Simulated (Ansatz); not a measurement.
Two isomers of C3H5FO2: A = `OC1(O)CC1F`, B = `O=CCOCF`.

Computed with Ansatz on PBE0-D4/def2-TZVP structures; ΔE is electronic, products minus reactants. CCSD(T)/CBS adds triple-zeta CCSD(T) − MP2 to the extrapolated MP2 energy (def2 sets, frozen cores). DFT in def2-TZVPP. One conformer a species, not always the lowest.

(1) Which isomer does CCSD(T)/CBS put lower? Give the gap. (Estimate.)

(2) Give E(B) − E(A) in kcal/mol with B2PLYP, CCSD/def2-TZVPP, PBE0-D4, r2SCAN-D4, CCSD(T)/def2-TZVPP, PBE-D4, MP2/def2-TZVPP. (An estimate is asked.)

Largest T1 diagnostic: 0.013.

## Answers

(1) Ansatz gave: B, by 8.4 kcal/mol.

(2) The calculation gave: B2PLYP -11.4, CCSD/def2-TZVPP -9.4, PBE0-D4 -5.2, r2SCAN-D4 -7.7, CCSD(T)/def2-TZVPP -9.6, PBE-D4 -7.4, MP2/def2-TZVPP -7.4. None reverses the order clearly.

From PBE to PBE0 (25 % exact exchange), in def2-TZVPP and without D4, E(B) − E(A) moves by +2.3 kcal/mol. In def2-TZVPP, CCSD(T) changes the Hartree–Fock value by +5.8 kcal/mol (the triples alone add −0.2 kcal/mol) and MP2 by +8.0 kcal/mol.
